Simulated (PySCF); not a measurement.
**Spin-rotation constants: SMILES O=[S@]1CCCN1, C₃H₇NOS**

Geometry:
```csv
atom,x (Å),y (Å),z (Å)
O1,-0.004,2.209,1.335
S2,0.146,1.741,-0.029
C3,1.251,0.222,0.122
C4,0.392,-0.974,-0.249
C5,-1.039,-0.557,0.105
N6,-1.238,0.785,-0.400
H7,1.567,0.203,1.162
H8,2.112,0.357,-0.526
H9,0.691,-1.873,0.290
H10,0.458,-1.174,-1.322
H11,-1.154,-0.504,1.192
H12,-1.791,-1.237,-0.298
H13,-1.395,0.803,-1.400
```

Method used: GIAO PBE0/3-21G magnetisability, rotational g tensor and spin-rotation constants, non-relativistic, gas phase (PySCF 2.14.0). Geometry: GFN2-xTB.

(1) Give the nuclear spin-rotation constants along the inertial axes (H = +C I·J) beside the isotropic shieldings.

Results:

(1) Rotational constants 5.2227, 2.8358, 2.2810 GHz. A star marks the isotopologue with that one atom substituted, in its own axes.
```tsv
atom	isotope	Caa (kHz)	Cbb (kHz)	Ccc (kHz)	mean (kHz)	σ (ppm)
N6	14N	0.264	0.147	0.179	0.197	186.9
H7	1H	-0.632	-0.276	-0.021	-0.309	31.6
H8	1H	-0.641	-0.088	-0.096	-0.275	29.8
H9	1H	-0.319	-0.262	-0.128	-0.236	30.7
H10	1H	-0.495	-0.352	-0.024	-0.290	31.9
H11	1H	-0.508	-0.292	0.057	-0.248	29.1
H12	1H	-0.141	-0.163	-0.241	-0.182	29.6
H13	1H	-0.674	-0.342	-0.014	-0.343	31.9
O1	17O*	-1.535	0.161	-0.699	-0.691	173.5
S2	33S*	2.219	0.959	0.807	1.328	245.1
C3	13C*	0.718	0.472	0.429	0.540	151.7
C4	13C*	0.610	0.287	0.330	0.409	179.9
C5	13C*	0.772	0.360	0.375	0.502	162.7
```
For the geometry as given, no vibrational averaging.
